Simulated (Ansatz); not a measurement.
Geometry optimisation, Ansatz, RKS PBE0-D4/6-31G*.

input.yaml

```yaml
crystal:
  periodic: [false, false, false]
  atoms:
    - { symbol: "N", position_ang: [-1.0303, -0.7558, -1.0869] }
    - { symbol: C, position_ang: [-0.2967, -0.853, 0.1297] }
    - { symbol: S, position_ang: [1.3592, -0.5695, -0.1194] }
    - { symbol: C, position_ang: [0.3595, 0.3388, 0.8681] }
    - { symbol: S, position_ang: [0.0477, 1.96, 0.3334] }
    - { symbol: H, position_ang: [-0.9668, 0.2554, -1.4593] }
    - { symbol: H, position_ang: [-0.6534, -1.3101, -1.8158] }
    - { symbol: H, position_ang: [-0.4915, -1.7137, 0.7135] }
    - { symbol: H, position_ang: [0.4293, 0.2309, 1.9827] }
    - { symbol: H, position_ang: [1.3263, 2.3657, 0.4569] }
basis:
  gaussian: { orbitals: "6-31G*" }
hamiltonian:
  xc: pbe0
  dispersion: d4
relax:
  f_tol: 0.015
  max_steps: 40
```

Launched with:

```bash
$ ansatz run input.yaml --threads 1 --pin off --max-ram 2048MiB --backend cpu --events-out ev --progress --plain --runs-dir out
```

**Question.** Where does it end, and by what steps?

**Answer.** It converged. After 8 steps the energy has fallen by 1.169 eV; H7 moved furthest, 0.44 Å.

```tsv
step	energy less start (eV)	largest force component (eV/Å)	accepted
0	0.0000	6.304	yes
1	-0.8496	2.865	yes
2	-1.0088	1.234	yes
3	-1.1204	0.677	yes
4	-1.1173	0.641	no
5	-1.1612	0.276	yes
6	-1.1677	0.069	yes
7	-1.1685	0.030	yes
8	-1.1688	0.012	yes
```

```xyz
10
Properties=species:S:1:pos:R:3
N -1.014 -0.583 -1.046
C -0.202 -0.828 0.063
S 1.681 -0.658 0.020
C 0.367 0.285 0.850
S -0.040 1.965 0.332
H -0.716 0.237 -1.565
H -1.060 -1.381 -1.669
H -0.499 -1.710 0.626
H 0.361 0.165 1.931
H 1.205 2.457 0.460
```

Time of the run: 39 s on 1 thread of Intel(R) Xeon(R) Platinum 8488C (Sapphire Rapids) (shared host), peak memory 0.22 GiB.
